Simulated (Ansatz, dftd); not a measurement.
Species: C₄H₆, charge 0, singlet. C4H6 (buta-1,3-diene, SMILES C=CC=C).
B3LYP-D3(BJ)/def2-TZVP minimum from Ansatz (a program for electronic structure):
```
C
C 1 1.3340
H 2 1.0816 1 121.71
H 2 1.0839 3 116.96 1 -180.00
H 1 1.0866 2 119.46 3 0.00
C 1 1.4517 5 116.32 2 -180.00
C 6 1.3340 1 124.23 5 0.00
H 7 1.0816 6 121.71 1 -180.00
H 7 1.0839 8 116.96 6 180.00
H 6 1.0866 7 119.46 8 0.00
```

Wanted: atomisation energy (electronic, to ground-state atoms), in kJ/mol. UHF or UKS for unpaired electrons; spin-orbit terms are left out. Correlated methods leave the cores frozen. Rows without X2C or -DK are non-relativistic. CBS(X,Y): correlation extrapolated as X^-3, Hartree-Fock from the larger set. A bracket is a step between two methods taken in the basis named. Functionals run without relativity, which enters their misses. '+ core + X2C': CCSD(T) terms for core correlation (cc-pwCVTZ) and scalar relativity (cc-pVTZ-DK). Where a partner has so few electrons that a lower coupled-cluster level is exact, that level stands in. The restricted determinant of C4H6 (C=CC=C, singlet) is unstable towards broken spin symmetry in at least one set run.

| level | program | atomisation energy (kJ/mol) | difference against the last row |
|---|---|---|---|
| r2SCAN/def2-TZVPD | Ansatz | 4239.6 | -2.7 |
| r2SCANh-D4/def2-TZVPD | Ansatz + dftd4 | 4220.9 | -21.4 |
| r2SCANh/def2-TZVPD | Ansatz | 4217.0 | -25.3 |
| MP2/CBS(cc-pVTZ,cc-pVQZ) | Ansatz | 4283.5 | 41.2 |
| CCSDT(Q)/cc-pVDZ | Ansatz | 3938.8 | -303.5 |
| CCSD(T)/CBS(cc-pVTZ,cc-pVQZ) + [CCSDT(Q) - CCSD(T)]/cc-pVDZ + core + X2C | Ansatz | 4242.3 | 0.0 |
